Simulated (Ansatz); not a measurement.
Stretching the Si1–H2 bond in SiH2 (SMILES [SiH2]) (multiplicity 1 held, fragments rigid). Energies count from the point at 1.523 Å.
Geometry at that point (charge 0, multiplicity 1):
```xyz
3

Si     0.01418    -0.00086     0.13210
H     -0.11228    -1.08498    -0.93044
H     -0.08619     1.09708    -0.91896
```

R- and RO- levels are restricted; in cc, def2 and unpolarised 6-31G sets they are followed outwards from rest. Unrestricted levels (U-) break spin symmetry where that is lower. Active spaces are followed from a long bond inwards. Full CI gives the lowest state of the spin. Levels need not reach the same state.

Cores are frozen in the correlated methods.

Codes used: Ansatz (Gaussian orbitals). 

Energies in eV.

| R (Å) | R-MP2/cc-pV(D+d)Z | U-SCS-MP2/cc-pV(D+d)Z | R-CCSDT/cc-pV(D+d)Z | FIC-NEVPT4(SD) on CASSCF(2,2)/cc-pV(D+d)Z | FCI/cc-pV(D+d)Z |
|---|---|---|---|---|---|
| 1.219 | 1.15 | 1.15 | 1.17 | 1.19 | 1.17 |
| 1.371 | 0.22 | 0.22 | 0.23 | 0.24 | 0.23 |
| 1.523 | 0.00 | 0.00 | 0.00 | 0.00 | 0.00 |
| 1.676 | 0.16 | 0.15 | 0.14 | 0.13 | 0.14 |
| 1.828 | 0.51 | 0.49 | 0.45 | 0.43 | 0.45 |
| 2.056 | 1.17 | 1.14 | 1.05 | 1.01 | 1.05 |
| 2.285 | 1.86 | 2.03 | 1.63 | 1.58 | 1.63 |
| 2.666 | 2.87 | 2.72 | 2.39 | 2.33 | 2.39 |
| 3.046 | 3.66 | 2.92 | 2.86 | 2.79 | 2.86 |
| 3.503 | 4.29 | 3.00 | 3.12 | 3.04 | 3.12 |
| 4.113 | 4.69 | 3.03 | 3.23 | 3.15 | 3.22 |
| 4.874 | 4.61 | 3.04 | 3.26 | 3.17 | 3.25 |

Doubts at one or more of the structures used: a restricted determinant that unrestricted orbitals would lower (R-MP2/cc-pV(D+d)Z, R-CCSDT/cc-pV(D+d)Z); a spin-contaminated determinant (U-SCS-MP2/cc-pV(D+d)Z); other coupled-cluster roots lie near (R-CCSDT/cc-pV(D+d)Z); T1 above 0.05 (R-CCSDT/cc-pV(D+d)Z).

Ansatz is an electronic-structure program.
